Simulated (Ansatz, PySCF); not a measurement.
Species: C$_{3}$H$_{7}$O, net charge 0, doublet state. It need not be the lowest isomer of its formula. SMILES: CCO[CH2]
Geometry from a B3LYP-D3(BJ)/def2-TZVP (Ansatz, a program for electronic structure) optimisation:
```
C
H 1 1.0952
H 1 1.0964 2 108.03
O 1 1.4286 2 108.88 3 118.11
C 4 1.3512 1 115.56 2 -61.12
H 5 1.0790 4 114.10 1 -176.72
H 5 1.0841 6 121.70 4 -153.39
C 1 1.5112 2 111.27 3 -122.27
H 8 1.0905 1 110.64 2 -59.80
H 8 1.0906 9 108.44 1 121.62
H 8 1.0913 9 108.46 10 117.63
```
Charge 0, spin multiplicity 2.

Wanted: atomisation energy (electronic, to ground-state atoms), in eV. Cores are frozen in the correlated levels unless marked. UHF or UKS for open shells. Spin-orbit coupling is left out. Non-relativistic. The coupled-cluster limit lacks core correlation, which all-electron functionals hold. CBS(X,Y): correlation extrapolated as X^-3; Hartree-Fock from the larger set. The bracket is a focal-point correction in the basis named.

```json
[
 {"level": "HF-D3(BJ)/def2-TZVPD", "program": "PySCF + dftd3", "atomisation energy (eV)": "33.11"},
 {"level": "BLYP-D3(BJ)/def2-TZVPD", "program": "Ansatz + dftd3", "atomisation energy (eV)": "?"},
 {"level": "PBE0/def2-SVP", "program": "Ansatz", "atomisation energy (eV)": "?"},
 {"level": "HSE06/def2-TZVPD", "program": "Ansatz", "atomisation energy (eV)": "43.21"},
 {"level": "SCS-MP2/6-31G", "program": "Ansatz", "atomisation energy (eV)": "36.65"},
 {"level": "CCSD/cc-pVDZ", "program": "Ansatz", "atomisation energy (eV)": "39.50"},
 {"level": "RI-MP2/CBS(cc-pVTZ,cc-pVQZ)+[CCSD(T)-MP2]/cc-pVDZ", "program": "Ansatz", "atomisation energy (eV)": "43.08"}
]
```

**Question.** Complete the blanks.

**Answer.** 
- BLYP-D3(BJ)/def2-TZVPD, atomisation energy (eV): 43.05
- PBE0/def2-SVP, atomisation energy (eV): 43.56
